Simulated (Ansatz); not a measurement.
# BFS: the cost of one run

Computed with Ansatz 0.2.0 (the levels named in each step, unless a step's input says otherwise).

**1. Starting point**

Bond lengths: F1–B2 1.286 Å, B2–S3 1.604 Å. Angles: F1–B2–S3 180.0°.

Coordinates:

```xyz
3

F     0.0000    0.0000   -1.3916
B     0.0000    0.0000   -0.1061
S     0.0000    0.0000    1.4976
```

**2. A rough first relaxation, PBE-D4/def2-SVP**

This run stands in another session on the same molecule. It ended at:

```xyz
3

F     0.0000    0.0000   -1.4043
B     0.0000    0.0000   -0.1107
S     0.0000    0.0000    1.5150
```

**3. Relaxation, PBE0-D4/def2-TZVPP**

This run stands in another session on the same molecule. It ended at:

```xyz
3

F     0.0000    0.0000   -1.3882
B     0.0000    0.0000   -0.1104
S     0.0000    0.0000    1.4987
```

**4. Frequencies, PBE0-D4/def2-TZVPP**

input.yaml reads:

```yaml
crystal:
  periodic: [false, false, false]
  atoms:
    - { symbol: F, position_ang: [0.0, 0.0, -1.38823534] }
    - { symbol: B, position_ang: [0.0, 0.0, -0.11042841] }
    - { symbol: S, position_ang: [0.0, 0.0, 1.49866375] }
basis:
  gaussian: { orbitals: def2-TZVPP }
hamiltonian:
  xc: pbe0
  dispersion: d4
phonons: {}
```

Started as:

```sh
$ ansatz run input.yaml --threads 2 --pin off --max-ram 5120MiB --backend cpu --events-out ev --progress --plain --runs-dir out
```

Q: Estimate wall time and peak memory on 2 threads of AMD EPYC (Zen 3), shared host.

About 71 s, with a peak of 0.16 GiB.
